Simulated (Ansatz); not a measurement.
# CClSi: the cost of one run

Program: Ansatz 0.2.0, Gaussian basis. Level of theory: def2-QZVPP, all electrons in the functionals, frozen cores in the correlation of double hybrids and RPA. These are calculated values, not measurements.

The runs, in order: wB97M-V, B2PLYP, at charge 0, quartet; charge 0, doublet; charge 0, sextet; charge 1, triplet; charge 1, quintet.

3 further runs of the same task are left out: 1 that didn't finish, 2 set aside as unsound or not needed.

## 1. The geometry

The geometry is a PBE0/def2-TZVP stationary point (not a proven minimum).

3 atoms, charge 0, spin multiplicity 4.

Atoms are counted from 1 here; the program's logs count them from 0.

Bond lengths: C1–Si2 1.858 Å, Si2–Cl3 2.076 Å. Angles: C1–Si2–Cl3 103.7°.

No dispersion term is added; wB97M-V holds VV10 nonlocal correlation.

The geometry shown and the zero of energy belong to the point charge 0, quartet. The yardstick, UCCSD(T), and other wave-function levels (R restricted, U unrestricted, valence and pair active spaces) come from earlier runs.

## 2. wB97M-V, charge 0, quartet

Contents of in.yaml:

```yaml
crystal:
  periodic: [false, false, false]
  atoms:
    - {symbol: C, position_ang: [0.000000, -0.896812, 1.818922]}
    - {symbol: Si, position_ang: [0.000000, 0.607235, 0.728623]}
    - {symbol: Cl, position_ang: [0.000000, -0.177225, -1.193419]}
basis:
  gaussian: {orbitals: "def2-QZVPP.json"}
magnetization: {spin_polarized: true, initial_magnetization: 3}
hamiltonian: {xc: {name: wB97M-V}}
output: {orbitals: {seedname: orbitals}}
```

Command:

```
> ansatz run in.yaml --threads 1 --pin off --events-out ev --progress --plain --max-ram 2393MiB
```

What time and memory should one allow on 1 thread of Arm Neoverse V2, shared host?

About 21 s, with a peak of 0.57 GiB.
